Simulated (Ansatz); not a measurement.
# HNO3 (peroxynitrous acid): B3LYP/6-311+G(d,p)

What is the energy change on altering one bond length of HNO3 (peroxynitrous acid) at B3LYP/6-311+G**? 

The results are computed with Ansatz 0.2.0.

51 further runs of the same task are left out: 51 set aside as unsound or not needed.

### 1 The system as given

The species is HNO3 (5 atoms), meant as a singlet with charge 0. SMILES: `O=NOO`. The coordinates come from a PBE0-D4/def2-TZVP relaxation. This is one conformer, not always the lowest.

Bond lengths: O1–N2 1.180 Å, N2–O3 1.353 Å, O3–O4 1.401 Å, O4–H5 0.984 Å. Angles: O1–N2–O3 114.6°, N2–O3–O4 114.1°, O3–O4–H5 101.0°.

### 2 The energy at B3LYP/6-311+G(d,p)

in.yaml reads:

```yaml
crystal:
  periodic: [false, false, false]
  atoms:
    - symbol: O
      position_ang: [0.136350, -0.835310, 0.979060]
    - symbol: "N"
      position_ang: [-0.871770, -0.628300, 0.400790]
    - symbol: O
      position_ang: [-0.775090, 0.288530, -0.589000]
    - symbol: O
      position_ang: [0.508600, 0.826880, -0.747550]
    - symbol: H
      position_ang: [1.001920, 0.348200, -0.043280]
basis:
  gaussian: {orbitals: 6-311+G_st__st_.json}
magnetization: {spin_polarized: false, initial_magnetization: 0}
hamiltonian: {xc: {name: B3LYP}}
accuracy: high
output: {orbitals: {seedname: orbitals}}
```

The basis set 6-311+G** is read from a file made from the Basis Set Exchange's data (not shown).

Run with:

```sh
$ ansatz run in.yaml --threads 1 --pin off --max-ram 3480MiB --events-out events.jsonl --progress --plain --runs-dir runs
```

What it wrote:

```text
Warning: RAYON_NUM_THREADS=1 ignored (pool sized by the plan → 1); use --threads N
Functional definition: B3LYP
  name "B3LYP"
  parameter a0 = 0.2
  parameter ax = 0.72
  parameter ac = 0.81
  exchange = (1 - a0 - ax)*slater_x + ax*b88_x + a0*exact_x
  correlation = (1 - ac)*vwn_rpa_c + ac*lyp_c
1794 factors; integrals over basis functions are off by at most 2.9e-9 eV
mean field evaluation 1: about -7641.0959 eV, gradient 4.7e1 eV
mean field evaluation 2: about -7632.1228 eV, gradient 8.8e1 eV
mean field evaluation 4: about -7644.2301 eV, gradient 8.3e0 eV
mean field evaluation 8: about -7644.3578 eV, gradient 4.4e-1 eV
mean field evaluation 16: about -7644.3581 eV, gradient 2.2e-5 eV
mean field -7644.35808908 eV, -280.9249782416 hartree, gradient 7.8e-8 eV, S^2 0.000000; 0 other end points of the search recorded, 0 dependent functions left out
reference -7644.35812287 eV, -280.9249794833 hartree; 16, 16 occupied and 78, 78 virtual orbitals, 1794 factors
Total energy: -7644.35812287 eV, -280.9249794833 hartree
```

It took 4.5 s on 1 thread of Arm Neoverse V2, shared host; peak memory 0.25 GiB.

### 3 The distorted shape at the same level

job.yaml reads:

```yaml
crystal:
  periodic: [false, false, false]
  atoms:
    - {symbol: O, position_ang: [-0.505486, -1.104481, 1.058334]}
    - {symbol: N, position_ang: [-1.513606, -0.897471, 0.480064]}
    - {symbol: O, position_ang: [-1.416926, 0.019359, -0.509726]}
    - {symbol: O, position_ang: [0.508600, 0.826880, -0.747550]}
    - {symbol: H, position_ang: [1.001920, 0.348200, -0.043280]}
basis:
  gaussian: {orbitals: 6-311+G_st__st_.json}
output: {orbitals: {seedname: orbitals}}
accuracy: high
hamiltonian: {xc: {name: B3LYP}}
```

The basis set 6-311+G** is read from a file made from the Basis Set Exchange's data (not shown).

Run with:

```sh
$ ansatz run job.yaml --threads 1 --pin off --max-ram 3480MiB --events-out events.jsonl --progress --plain --runs-dir runs
```

What it wrote:

```text
Warning: RAYON_NUM_THREADS=1 ignored (pool sized by the plan → 1); use --threads N
Functional definition: B3LYP
  name "B3LYP"
  parameter a0 = 0.2
  parameter ax = 0.72
  parameter ac = 0.81
  exchange = (1 - a0 - ax)*slater_x + ax*b88_x + a0*exact_x
  correlation = (1 - ac)*vwn_rpa_c + ac*lyp_c
1757 factors; integrals over basis functions are off by at most 3.2e-9 eV
mean field evaluation 1: about -7632.1034 eV, gradient 7.3e1 eV
mean field evaluation 2: about -7483.6434 eV, gradient 2.1e2 eV
mean field evaluation 4: about -7637.2602 eV, gradient 5.3e1 eV
mean field evaluation 8: about -7642.8487 eV, gradient 1.8e0 eV
mean field evaluation 16: about -7642.8553 eV, gradient 7.2e-4 eV
mean field -7642.85530353 eV, -280.8697518912 hartree, gradient 3.7e-8 eV, S^2 0.000000; 0 other end points of the search recorded, 0 dependent functions left out
reference -7642.85533905 eV, -280.8697531965 hartree; 16, 16 occupied and 78, 78 virtual orbitals, 1757 factors
Total energy: -7642.85533905 eV, -280.8697531965 hartree
```

Run time: 4.8 s. Hardware: 1 thread of Arm Neoverse V2, shared host; peak memory 0.25 GiB.

### 4 Outcome

At B3LYP/6-311+G**:

| quantity | value |
| --- | --- |
| first shape: total energy | -280.92498 Eh |
| first shape: HOMO energy | -9.01 eV |
| first shape: LUMO energy | -3.13 eV |
| first shape: HOMO–LUMO gap | 5.88 eV |
| distorted shape: total energy | -280.86975 Eh |
| distorted shape: HOMO energy | -9.37 eV |
| distorted shape: LUMO energy | -6.24 eV |
| distorted shape: HOMO–LUMO gap | 3.13 eV |
| energy change with the O3–O4 bond stretched from 1.401 to 2.101 Å | 1.503 eV |

**Reading.** One bond (distorted shape) is far stretched, which a spin-restricted single reference describes badly; a broken-symmetry solution may lie lower. With the O3–O4 bond stretched from 1.401 to 2.101 Å the energy rises by 1.50 eV (145 kJ/mol). The first shape isn't relaxed at this level, so the change isn't measured from a minimum. A restricted reference can't describe the breaking bond well at this length.
